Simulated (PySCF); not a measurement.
A GIAO shielding run with PySCF 2.14 (density fitting, non-relativistic, gas phase) on `PPP`, H$_{5}$P$_{3}$:

```
$ OMP_NUM_THREADS=1 python probes_run.py task.json out

{"job": {"kind": "nmr", "xc": "PBE0", "basis": "pcSseg-0", "pop": true}, "charge": 0, "multiplicity": 1}
P      1.698040    -0.176321    -0.175661
P     -0.012299    -0.500508     1.245498
P     -1.607450    -0.356282    -0.329040
H      1.626795     1.248307    -0.061822
H      2.682396    -0.263310     0.858867
H      0.070036    -1.924960     1.120899
H     -1.717855     1.064619    -0.201568
H     -2.666499    -0.576398     0.607396
```

Hardware: 1 thread of an Arm Neoverse V1, shared host. The job also computes population analyses, field gradients.

(1) How large is the calculation?

(2) How long does it take, and how much memory does it need?

(3) And these other runs on the same molecule and hardware: GIAO shielding at PBE0/IGLO-III; GIAO shielding at PBE0/aug-cc-pVDZ; GIAO shielding at PBE0/cc-pVDZ; GIAO shielding at PBE0/cc-pVTZ?

## Answers

(1) 50 electrons, 49 basis functions and 510 auxiliary functions.

(2) 2.1 s of wall time, with 10 SCF cycles and 5 response iterations; peak memory 0.45 GiB. Times on a shared host scatter by some tens of per cent.

(3) PBE0/IGLO-III: 182 functions, 9.6 s; PBE0/aug-cc-pVDZ: 126 functions, 6.7 s; PBE0/cc-pVDZ: 79 functions, 3.8 s; PBE0/cc-pVTZ: 172 functions, 10 s.
